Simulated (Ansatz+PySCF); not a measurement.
A calculation with Ansatz (development build ahead of 0.2.0).

```yaml
crystal:
  periodic: [false, false, false]
  atoms:
    - { symbol: O, position_ang: [0.0, 0.0, -0.42038] }
    - { symbol: O, position_ang: [0.0, 1.06074, 0.21019] }
    - { symbol: O, position_ang: [0.0, -1.06074, 0.21019] }
basis:
  gaussian: { orbitals: def2-SVP }
hamiltonian:
  xc: pbe0
scf:
  omitted_lower_state_checks: [stability, starts, atomic_configurations, cluster_reference, orbital_swaps, given_window_search, neighbouring_geometries, increment]
output:
  forces: true
```

The input is written out in the form of the current development build from the run's settings.

The run gave:

- Converged: yes
- Total energy: -224.99842 hartree
- Spin squared of the determinant: 0.000

Forces (eV/Å):
| atom | Fx | Fy | Fz |
| --- | --- | --- | --- |
| O1 | 0.000 | 0.000 | 0.000 |
| O2 | 0.000 | -0.002 | 0.000 |
| O3 | 0.000 | 0.002 | 0.000 |
